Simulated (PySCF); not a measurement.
# SiH4S (sulfanylsilane): CCSDT/STO-6G

What is the vertical singlet–triplet gap of SiH4S (sulfanylsilane) at CCSDT/STO-6G? The job is set up through a Python script.

The calculation is run with PySCF 2.14.0.

6 further runs of the same task are left out: 6 set aside as unsound or not needed.

**1. The structure to begin with**

SiH4S: 6 atoms, total charge 0, spin state singlet. SMILES: `[SiH3]S`. The shape is that of a PBE0-D4/def2-TZVP optimisation.

Bond lengths: Si1–S2 2.137 Å, Si1–H3 1.485 Å, Si1–H4 1.482 Å, Si1–H5 1.485 Å, S2–H6 1.344 Å. Angles: Si1–S2–H6 94.7°, S2–Si1–H3 111.6°, S2–Si1–H4 104.8°, S2–Si1–H5 111.6°, H3–Si1–H4 110.0°, H3–Si1–H5 108.8°, H4–Si1–H5 110.0°.

**2. A single-point energy at CCSDT/STO-6G**

File run.py:

```python
# [SiH3]S
from pyscf import gto, cc

mol = gto.M(
    atom='''
Si  -0.169800  -0.263400  -0.436000
S    0.907300  -0.012600   1.392800
H   -1.629800  -0.074300  -0.241600
H    0.108600  -1.658300  -0.852500
H    0.299800   0.681200  -1.481100
H    0.526100   1.263300   1.572300
''',
    charge=0,
    spin=0,
    max_memory=1860,
    verbose=4,
    basis='sto-6g',
)

mf = mol.RHF()
mf.conv_tol = 1e-10
mf.kernel()
if not mf.converged:
    mf = mf.newton().run(mf.mo_coeff, mf.mo_occ)

mycc = cc.CCSDT(mf, frozen=10)
mycc.kernel()
e_tot = mycc.e_tot
print('Final energy', e_tot)
```

Run with:

```console
OMP_NUM_THREADS=1 python run.py
```

Standard output:

```text
PySCF version 2.14.0

[... 56 lines left out ...]
converged SCF energy = -686.400764842714
[... 16 lines left out ...]
WARN: A large `blksize` is being used, which may cause large memory consumption
[... 12 lines left out ...]
Init t2, MP2 energy = -686.465762465898  E_corr(MP2) -0.064997623184
[... 12 lines left out ...]
RCCSDT converged
[... 3 lines left out ...]
Final energy -686.4959152709432
```

It took 1.1 s on 1 thread of Arm Neoverse V2, shared host; peak memory 0.12 GiB.

**3. The triplet, same level**

File input.py:

```python
from pyscf import gto, cc

mol = gto.M(
    atom=[
    ('Si', (-0.169800, -0.263400, -0.436000)),
    ('S', (0.907300, -0.012600, 1.392800)),
    ('H', (-1.629800, -0.074300, -0.241600)),
    ('H', (0.108600, -1.658300, -0.852500)),
    ('H', (0.299800, 0.681200, -1.481100)),
    ('H', (0.526100, 1.263300, 1.572300)),
],
    basis='sto-6g',
    spin=2,
    max_memory=1860,
    verbose=3,
)

mf = mol.UHF()
mf.conv_tol = 1e-10
mf.kernel()
if not mf.converged:
    mf = mf.newton().run(mf.mo_coeff, mf.mo_occ)

mycc = cc.CCSDT(mf, frozen=10)
mycc.kernel()
e_tot = mycc.e_tot
print('Final energy', e_tot)
```

Run with:

```console
OMP_NUM_THREADS=1 python input.py
```

Standard output:

```text
WARN: HOMO 0.24668607270967 >= LUMO -0.265954406509409

converged SCF energy = -686.132397940189  <S^2> = 2.008927  2S+1 = 3.0059454
_make_eris_incore_UCCSDT

WARN: A large `blksize_v_aaa` is being used, which may cause large memory consumption
      for storing contraction intermediates. If memory is sufficient, consider using
      `pyscf.cc.uccsdt_highm.UCCSDT` instead.

WARN: A large `blksize_v_aab` is being used, which may cause large memory consumption
      for storing contraction intermediates. If memory is sufficient, consider using
      `pyscf.cc.uccsdt_highm.UCCSDT` instead.

UCCSDT converged
E(UCCSDT) = -686.2144905335546   E_corr = -0.08209259336542693
E_corr(same-spin) = -0.00182555391293966
E_corr(oppo-spin) = -0.0802670394524873
Final energy -686.2144905335546
```

Run time: 2 s. Hardware: 1 thread of Arm Neoverse V2, shared host; peak memory 0.12 GiB.

**4. What came out**

Level: CCSDT/STO-6G, 10 core orbitals frozen.

| quantity | value |
| --- | --- |
| singlet: total energy | -686.49592 Eh |
| singlet: dipole moment (Hartree–Fock density) | 1.18 D |
| singlet: HOMO energy (Hartree–Fock orbitals) | -7.19 eV |
| singlet: LUMO energy (Hartree–Fock orbitals) | 10.80 eV |
| singlet: HOMO–LUMO gap (Hartree–Fock orbitals) | 18.00 eV |
| singlet: correlation energy (10 core orbitals frozen) | -95.2 mEh |
| singlet: T1 diagnostic | 0.005 |
| triplet: total energy | -686.21449 Eh |
| triplet: dipole moment (Hartree–Fock density) | 3.06 D |
| triplet: HOMO energy (Hartree–Fock orbitals) (highest over α and β) | 0.76 eV |
| triplet: LUMO energy (Hartree–Fock orbitals) (lowest over α and β) | 3.84 eV |
| triplet: correlation energy (10 core orbitals frozen) | -82.1 mEh |
| triplet: ⟨S²⟩ of the reference determinant | 2.009 |
| triplet: T1 diagnostic | 0.015 |
| vertical energy of the triplet above the singlet | 7.658 eV |

**Reading.** At this shape the triplet lies 7.66 eV (739 kJ/mol) above the singlet. In a minimal basis such a difference can be off by several eV, whatever the method. Mulliken charges (singlet) of the mean-field density run from -0.16 on H3 to +0.61 on Si1. Mulliken charges (triplet) of the mean-field density run from -0.21 on H3 to +0.37 on Si1; they depend strongly on the basis.
